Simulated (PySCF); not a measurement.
## Working out the ionisation energy of Ar

Ar [Ar] (1S) → Ar⁺ [Ne] 3s2 3p5 (2P). All numbers are calculated (PySCF 2.14, scalar relativity by spin-free X2C-1e, in aug-cc-pCVTZ-DK). Frozen: [Ne]. Energies in hartree (1 hartree = 27.21139 eV):

```csv
part,Ar (lower),Ar⁺ (upper)
UHF,-528.621686,-528.087392
CCSD correlation,-0.232672,-0.196033
(T),-0.007831,-0.005703
```

Question: What does Hartree-Fock give?

Answer: (-528.087392) − (-528.621686) = 0.534294 hartree = 14.539 eV.

Question: What do CCSD and CCSD(T) give?

Answer: The CCSD correlation energies differ by 0.036639 hartree = 0.997 eV and the triples by 0.002128 hartree = 0.058 eV, so CCSD gives 15.536 eV and CCSD(T) 15.594 eV.

Measured between the centres of the two terms (NIST): 15.819 eV, so CCSD(T) (valence) is off by -0.225 eV.

What remains against the reference includes basis incompleteness, the frozen core and higher excitations.
